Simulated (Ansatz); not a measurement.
Two isomers of C3H9NS: A = `CNCSC`, B = `CSC(C)N`.

Gas-phase electronic energies from Ansatz, PBE0-D4/def2-TZVP geometries. CBS: MP2 limit from def2 TZ/QZ plus the TZ coupled-cluster correction, frozen cores. DFT in def2-TZVPP. B3LYP here is the variant with VWN-RPA as its local correlation; programs differ in this. One conformer a species, not always the lowest.

Which is lower in electronic energy at CCSD(T)/CBS, and by how much? (An estimate is asked.)

Computed: B, by 11.0 kcal/mol.

Give E(B) − E(A) in kcal/mol with PBE0-D4, PBE-D4, CCSD/def2-TZVPP, MP2/def2-TZVPP, CCSD(T)/def2-TZVPP, r2SCAN-D4, B3LYP. (An estimate is asked.)

Computed: PBE0-D4 -10.2, PBE-D4 -10.1, CCSD/def2-TZVPP -10.5, MP2/def2-TZVPP -11.6, CCSD(T)/def2-TZVPP -10.8, r2SCAN-D4 -10.6, B3LYP -9.0. None reverses the order clearly.

Largest T1 diagnostic: 0.010.

In def2-TZVPP, CCSD(T) changes the Hartree–Fock value by −2.3 kcal/mol (the triples alone add −0.3 kcal/mol) and MP2 by −3.1 kcal/mol.
